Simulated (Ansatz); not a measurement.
Born–Oppenheimer molecular dynamics of AlFH$_{4}$S (7 atoms, charge 0, multiplicity 1). It starts at the highest image of a converged band, a first-order saddle point between two minima.

Level of theory: RHF/def2-TZVP in Ansatz.

```json
{
 "ensemble": "NVE (velocity Verlet)",
 "time step": "0.5 fs",
 "steps asked": "200",
 "starting velocities drawn for": "300 K",
 "seed": "11715"
}
```

First frame:

```xyz
7
Properties=species:S:1:pos:R:3
Al 0.109 -0.285 -0.084
F -0.034 -0.169 1.734
H 1.516 0.245 -0.522
H -1.264 0.061 -0.759
S 0.218 -2.574 0.622
H -1.078 -2.844 0.496
H 0.042 -1.298 1.687
```

Task: How far do the bonds stretch over the last three quarters of this one trajectory? (Pairs bonded in most of those frames.)

Result: 
```csv
bond,mean (Å),spread (Å),shortest,longest
Al1–H3,1.571,0.006,1.56,1.58
Al1–H4,1.572,0.013,1.55,1.60
Al1–S5,2.246,0.060,2.19,2.38
F2–H7,0.924,0.041,0.86,1.01
S5–H6,1.339,0.047,1.27,1.40
```

Pairs bonded in part of these frames only: Al1–F2 45 %.

Mean temperature of the second half: 497 K. The conserved energy stayed within 0.37 meV per atom of its start (net change 0.14 meV per atom), so the integration is sound. The kinetic energy rose, since the run started high on the potential surface and went downhill. It ends in pieces (AlH3S + FH), so much of that is their flight and rotation, not heat. A run of 0.1 ps of so small a system gives no equilibrium averages. The orbitals stay closed-shell, which can raise the energy where a bond breaks towards radicals; this wasn't checked here.

The run took 86 s on 2 threads of AMD EPYC 9R45 (Zen 5), with other jobs on the host, peak memory 0.26 GiB.
